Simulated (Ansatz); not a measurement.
# C2: the cost of one run

Method: CCSD(T) on Hartree-Fock, Gaussian basis cc-pVTZ, and further levels as typed in the inputs, in Ansatz 0.2.0.

2 further runs of the same task are left out: 2 for a known fault of the program.

## 1. Starting point

Bond lengths: C1–C2 1.243 Å.

As a file:

```xyz
2

C     0.0000    0.0000   -0.6215
C     0.0000    0.0000    0.6215
```

## 2. Relaxing the atoms: C2

Input file input.yaml:

```yaml
relax:
  f_tol: 0.001
  max_steps: 200
crystal:
  periodic: [false, false, false]
  atoms:
    - { symbol: C, position_ang: [0.0, 0.0, -0.6215] }
    - { symbol: C, position_ang: [0.0, 0.0, 0.6215] }
basis:
  gaussian:
    orbitals: cc-pVTZ
    occupation:
      up: { Ag: 2, B1u: 2, B2u: 1, B3u: 1 }
      down: { Ag: 2, B1u: 2, B2u: 1, B3u: 1 }
hamiltonian:
  xc: hf
correlation:
  method: ccsd_t
scf:
  omitted_lower_state_checks: [cluster_reference, increment]
output:
  orbitals: {}
```

Launch:

```bash
ansatz run input.yaml --threads 4 --pin off --max-ram 12288MiB --backend cpu --events-out ev --progress --plain --runs-dir out
```

Q: Estimate wall time and peak memory on 4 threads of Arm Neoverse N1, shared host.

About 5.1 s, with a peak of 0.17 GiB.
